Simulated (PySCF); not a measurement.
Molecule: SMILES C=C1C=C1OC, C₅H₆O.

Atom-mapped SMILES (the numbers label the heavy atoms): `[CH2:1]=[C:2]1[CH:3]=[C:4]1[O:5][CH3:6]`. Each H is labelled by its parent atom. Ha(C1) is cis to C3; Hb(C1) is trans to C3.

Spin–spin couplings on one PBE0-D3(BJ)/def2-SVP geometry, PySCF 2.14, gas phase, non-relativistic, equivalent pairs averaged (without the spin–dipole term); isotopes 13C, 1H; functional B3LYP.

Q: How do the couplings (Hz) change with the basis set? Times are CPU seconds on 1 thread of an Arm Neoverse V1, shared host. Far from the basis limit: 6-31G*, 6-31G-J, pcJ-0, def2-TZVP, cc-pVTZ.

A: 
```tsv
basis set	functions	1J(C3,H(C3))	1J(C1,Ha(C1))	1J(C1,Hb(C1))	1J(C6,H(C6))	1J(C1,C2)	1J(C3,C4)	1J(C2,C4)	core-s
6-31G*	96	213.4	176.6	174.7	156.7	109.5	63.3	33.9	7.3
6-31G-J	96	248.5	182.6	179.2	157.0	107.6	53.3	18.5	6.5
pcJ-0	96	222.5	157.5	152.5	128.5	79.7	34.5	6.7	5.9
def2-TZVP	222	225.7	167.5	166.0	144.3	105.5	52.2	21.8	22
cc-pVTZ	264	222.4	159.8	158.8	134.9	116.7	78.5	36.9	28
```

The Fermi-contact term samples the wavefunction at the nucleus, which is why sets with added tight s functions (names with J) are made for couplings.
